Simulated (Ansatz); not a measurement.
# H3O (doublet): from Hartree-Fock to the top rungs at distance H1–H2 along a hydrogen transfer = 0.745 Å, cc-pVTZ

Aim: climb from Hartree-Fock through coupled cluster and multireference methods for H3O (doublet) at one geometry and basis, and see what each rung misses.

Method: cc-pVTZ, core rule «outside noble gas», up to 1 orbitals frozen; program: Ansatz 0.2.0, Gaussian basis.

To be run: UHF; CCSD(T) on ROHF; CCSD(T) on UHF; BCCD(T) on ROHF; CCSDT(Q) on ROHF; CCSDT(Q) on UHF; CASSCF and MRCISD+Q, 3 electrons in 3 orbitals; CASSCF and NEVPT2, 3 electrons in 3 orbitals; CASSCF and MRCISD+Q, 9 electrons in 7 orbitals; CASSCF and NEVPT2, 9 electrons in 7 orbitals.

**1. The geometry**

The geometry derives from fragments relaxed apart (PBE0/def2-TZVP) and kept rigid, so it is no stationary point. A hydrogen atom is moved between rigid fragments.

4 atoms, charge 0, spin multiplicity 2.

Atoms are counted from 1 here; the program's logs count them from 0.

Bond lengths: H1–H2 0.745 Å, O3–H4 0.973 Å.

**2. UHF**

Input file in.yaml:

```yaml
crystal:
  periodic: [false, false, false]
  atoms:
    - {symbol: H, position_ang: [-2.045612, 0.049803, 0.000000]}
    - {symbol: H, position_ang: [-1.300612, 0.049803, 0.000000]}
    - {symbol: O, position_ang: [0.183388, 0.049803, 0.000000]}
    - {symbol: H, position_ang: [0.435246, -0.890147, 0.000000]}
basis:
  gaussian: {orbitals: cc-pVTZ}
magnetization: {spin_polarized: true, initial_magnetization: 1}
hamiltonian: {xc: hf}
output: {orbitals: {seedname: orbitals}}
```

On the command line:

```
$ ansatz run in.yaml --threads 1 --pin off --events-out ev --progress --plain --max-ram 2816MiB --backend cpu
```

The runs that follow: CCSD(T) on ROHF; CCSD(T) on UHF; BCCD(T) on ROHF; CCSDT(Q) on ROHF; CCSDT(Q) on UHF; CASSCF and MRCISD+Q, 3 electrons in 3 orbitals; CASSCF and NEVPT2, 3 electrons in 3 orbitals; CASSCF and MRCISD+Q, 9 electrons in 7 orbitals; CASSCF and NEVPT2, 9 electrons in 7 orbitals.

Before running them: what should the planned runs give, taken together? Wanted: UCCSDT(Q) below the RHF energy; RMP2 from UCCSDT(Q); UMP2 from UCCSDT(Q); RCCSD from UCCSDT(Q); RCCSD(T) from UCCSDT(Q); UCCSD(T) from UCCSDT(Q); RCCSDT(Q) from UCCSDT(Q); MRCISD+Q pair from UCCSDT(Q); NEVPT2 valence from UCCSDT(Q).

As calculated:

```
                         quantity                                                   value
   UCCSDT(Q) below the RHF energy                                              -7.5512 eV
              RMP2 from UCCSDT(Q)                                              +776.2 meV
              UMP2 from UCCSDT(Q)                                              +775.9 meV
             RCCSD from UCCSDT(Q)                                              +200.4 meV
          RCCSD(T) from UCCSDT(Q)                                               +19.7 meV
          UCCSD(T) from UCCSDT(Q)                                               +19.2 meV
         RCCSDT(Q) from UCCSDT(Q)                                                +1.6 meV
     MRCISD+Q pair from UCCSDT(Q)                                               +74.9 meV
    NEVPT2 valence from UCCSDT(Q)                                             +1002.0 meV
  MRCISD+Q valence from UCCSDT(Q)                                               +76.5 meV
levels within 1 kcal/mol (43 meV)  RCCSD(T), UCCSD(T), BCCD(T), RCCSDT, UCCSDT, RCCSDT(Q)
                    T1 diagnostic                                                   0.028
   effectively unpaired electrons                                                    1.01
```

In words: RCCSD(T) lands +19.7 meV from the yardstick (0.3 % of the correlation energy). One determinant dominates. Of the multireference levels listed MRCISD+Q pair comes nearest in total energy (+74.9 meV), which doesn't show that its space is the better one. These misses are within one basis, not against nature; the frozen cores of restricted and unrestricted runs differ, which can shift their rows.
